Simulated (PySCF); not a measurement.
Successive ionisation energies of boron

Calculated with PySCF 2.14, two-component X2C-1e (Gaussian nucleus, no Breit or QED terms), each ion in its own even-tempered basis; GMP2 freezes the deep shells of the larger ions and drops the highest virtual spinors; eV.

```tsv
ion	configuration	GHF (spin-free)	GHF (screened spin-orbit)	GMP2 (screened spin-orbit)	NIST	kind
B	[He] 2s2 2p1	8.062	8.064	8.283	8.298	measured
B⁺	[He] 2s2	23.448	23.448	24.546	25.155	measured
B²⁺	[He] 2s1	37.830	37.830	37.923	37.931	measured
B³⁺	1s2	258.19	258.19	259.32	259.37	theoretical
B⁴⁺	1s1	340.26	340.26	340.26	340.23	theoretical
```

Q: Where is the largest relative jump?

A: From B²⁺ to B³⁺: 37.923 to 259.32 eV, where the electron removed from 1s2 comes from a deeper shell or subshell.
